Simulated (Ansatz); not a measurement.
A calculation with Ansatz (development build ahead of 0.2.0).

```yaml
crystal:
  periodic: [false, false, false]
  atoms:
    - { symbol: Na, position_ang: [0.0, 0.0, 0.0] }
    - { symbol: Cl, position_ang: [1.30389, 1.73853, 3.76402] }
basis:
  gaussian: { orbitals: STO-3G }
total_charge: 1
magnetization:
  initial_magnetization: 3
hamiltonian:
  xc: hf
correlation:
  method: fci
  frozen_orbitals: { Cl: 5, Na: 1 }
```

The input is written out in the form of the current development build from the run's settings.

Results

```yaml
Converged: yes
Total_energy: -613.84218 hartree
State: lowest quartet root, of any spatial symmetry
```
